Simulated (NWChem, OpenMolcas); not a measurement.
## How basis sets differ on CH3AlO (Al(CO)H3)

The species is CH3AlO (6 atoms), meant as a singlet with charge 0. SMILES: `[H][Al]([H])([H])<-[C-]#[O+]`. Geometry: a GFN2-xTB relaxation, a rough one for these elements and not checked as a minimum.

Each level gives the dipole moment (D). The values are calculated.

```json
{"level": "HF/STO-3G", "kind": "Hartree–Fock", "program": "NWChem", "value (D)": "1.96", "CPU time": "1.4 s"}
{"level": "HF/3-21G", "kind": "Hartree–Fock", "program": "NWChem", "value (D)": "1.95", "CPU time": "1.6 s"}
{"level": "HF/6-31G* (spherical functions)", "kind": "Hartree–Fock", "program": "NWChem", "value (D)": "1.94", "CPU time": "7.8 s"}
{"level": "HF/def2-SVP", "kind": "Hartree–Fock", "program": "NWChem", "value (D)": "1.88", "CPU time": "5.4 s"}
{"level": "HF/ANO-RCC-VTZP (DKH2, RICD fitting)", "kind": "Hartree–Fock", "program": "OpenMolcas", "value (D)": "1.78", "CPU time": "10 s"}
```

The values span 1.78 to 1.96 D. Sets without polarisation functions give poor dipoles. Times are those of the runs behind each value, whatever else they computed, on shared processors of several kinds: orders of magnitude only.
